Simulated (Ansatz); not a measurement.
A made-up structure of AlSiH₃S, closed shell:

```
6
angstrom
Al -0.8831 0.6013 -0.6879
Si 0.8802 -0.4495 0.6844
S -0.5359 0.3585 1.5320
H -1.8993 -0.3606 -1.4223
H -0.9682 2.1806 -0.8113
H 1.8539 0.4267 1.4110
```

It is relaxed with PBE-D4/def2-SVP and then PBE0-D4/def2-TZVP (Ansatz 0.2.0). Atoms count as bonded within 1.22 times the sum of their covalent radii (H–H: 0.88 Å). The end point is not checked to be a true minimum.

Problem. Does its bonding change? (A judgement: the text doesn't fix the answer.)

Solution. Computed: No: no bond forms or breaks.

Where it ends: The first stage lowers the energy by 1.82 eV in 8 steps. It ends as AlSiH₃S ([AlH2]1[SiH][S]1):
Al1  (-1.093, 0.712, -0.608)
Si2  (1.019, 0.149, 0.578)
S3  (-0.725, 0.370, 1.653)
H4  (-1.709, -0.511, -1.395)
H5  (-1.164, 2.222, -1.069)
H6  (2.119, -0.185, 1.546)
(Å)

Labels in which every atom is bracketed show which atoms are joined, not bond orders.

For scale, one of the runs: PBE0-D4/def2-TZVP relaxation, 129 basis functions, launched by `ansatz run in.yaml --threads 2 --pin off --events-out ev --progress --plain --max-ram 4352MiB`. Hardware: 2 CPU threads of an Arm Neoverse V2, shared host. Wall time about 12 s.
